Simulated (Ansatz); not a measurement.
Elastic constant C11 (GPa) along a series of related solids, from LDA (Ansatz, a program for electronic structure, PAW).

```tsv
solid	LDA	measured
double-hcp La	60.2	–
hcp Hf	193	–
hcp Re	673	616‡
hcp Os	816	763
fcc Ir	672	590‡
fcc Pt	381	358
fcc Au	216	202
```

LDA less measured, from the printed values: hcp Re +9.3 %, hcp Os +6.9 %, fcc Ir +13.9 %, fcc Pt +6.4 %, fcc Au +6.9 %.

Members of the series are missing where a level wasn't run or failed, where a doubt is noted on the run or the magnetic state, for phases of high temperature or layered ones, and where values are held back for tests.

Ansatz's runs of these crystals have no spin polarisation.

Spin–orbit coupling is left out, also for the solids with elements from indium on (double-hcp La, hcp Hf, hcp Re, hcp Os, fcc Ir, fcc Pt, fcc Au); its size isn't shown.

Each level is taken at its own relaxed cell. Ansatz's density-functional and Hartree–Fock values are scalar-relativistic unless marked +SOC, with PAW data made under PBE.

Measured values are for low temperature or corrected to a static lattice; ‡ marks uncorrected values at room or unstated temperature. References as tabulated in Mehl and Papaconstantopoulos (1996), arXiv:mtrl-th/9602003; Liu et al. (2023), arXiv:2002.00005; Li et al. (2021), arXiv:2102.01972; Malica and Corso (2021), arXiv:2109.00459.
